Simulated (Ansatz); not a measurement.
Species: difluoromethane, CH$_{2}$F$_{2}$, charge 0, multiplicity 1. 
Geometry from a B3LYP-D3(BJ)/def2-TZVP (Ansatz, a program for electronic structure) optimisation:
```xyz
5

C      0.0044     0.0053     0.5043
F     -0.0170     1.1024    -0.3021
F      0.0119    -1.1085    -0.2792
H     -0.9025    -0.0002     1.1113
H      0.9218     0.0234     1.0951
```
Charge 0, spin multiplicity 1.

Basis-set convergence of Hartree-Fock and MP2 correlation energies (hartree) with Ansatz. Valence correlation only, unless marked. Spin-orbit coupling is left out. Non-relativistic.

| basis | functions | E(HF) | E(corr, MP2) |
|---|---|---|---|
| aug-cc-pVDZ | 87 | -237.93136 | -0.55313 |
| aug-cc-pVTZ | 184 | [?] | [?] |

Problem. Fill in the missing entries.

Solution. 
- aug-cc-pVTZ, E(HF): -237.99859
- aug-cc-pVTZ, E(corr, MP2): -0.69003
